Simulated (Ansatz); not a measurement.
Density of states of LiRh (P-6m2, a = 2.626 Å, b = 2.626 Å, c = 4.326 Å, α = 90.00°, β = 90.00°, γ = 120.00°), in states per eV and primitive cell, averaged over bins of 0.5 eV. Computed with DFT PBEsol, scalar-relativistic, plane waves, PAW in Ansatz 0.2.0.

Settings: cutoff 420 eV, Γ-centred mesh 18×18×10 on the computed 2-atom cell, Gaussian smearing of 0.10 eV; no spin polarisation.

The cell is relaxed at this level. The states (both spins) are summed by tetrahedra on a 27×27×15 mesh at the self-consistent density. Energies are bin centres; the table starts no lower than −8 eV and ends at 6 eV, or lower where the solved bands end.

It is a metal at this level.

```csv
E − E_F (eV),total,Rh 4d,Rh 5s,Li 2s,Li 1s
-5.80,0.15,0.03,0.08,0.03,0.01
-5.30,0.21,0.04,0.13,0.04,0.01
-4.80,1.07,0.80,0.20,0.05,0.01
-4.30,1.25,0.91,0.25,0.07,0.01
-3.80,1.44,1.28,0.09,0.05,0.00
-3.30,3.21,2.83,0.05,0.28,0.02
-2.80,1.52,1.22,0.10,0.16,0.01
-2.30,1.93,1.57,0.21,0.10,0.00
-1.80,2.74,2.28,0.28,0.09,0.00
-1.30,2.11,1.81,0.17,0.06,0.00
-0.80,2.18,1.96,0.13,0.04,0.00
-0.30,1.97,1.84,0.06,0.03,0.00
0.20,1.26,1.13,0.05,0.03,0.00
0.70,0.68,0.47,0.06,0.11,0.00
1.20,0.74,0.42,0.07,0.19,0.00
1.70,0.79,0.35,0.08,0.23,0.00
2.20,0.78,0.25,0.10,0.23,0.01
2.70,0.74,0.18,0.10,0.19,0.01
3.20,0.67,0.12,0.11,0.14,0.00
3.70,0.56,0.08,0.09,0.09,0.00
4.20,0.40,0.04,0.06,0.06,0.00
4.70,0.36,0.04,0.05,0.05,0.00
5.20,0.49,0.05,0.08,0.06,0.00
5.70,0.47,0.03,0.07,0.04,0.00
```

The columns after the total are the Löwdin projections on the occupied valence shells of the potentials. The rest of the total lies in shells that are empty in the free atom, which aren't projected, and between the atoms.

A ferromagnetic start lost its moments in a first run, so spin was left out; other magnetic orders weren't tried.

Whether LiRh exists in this form wasn't checked.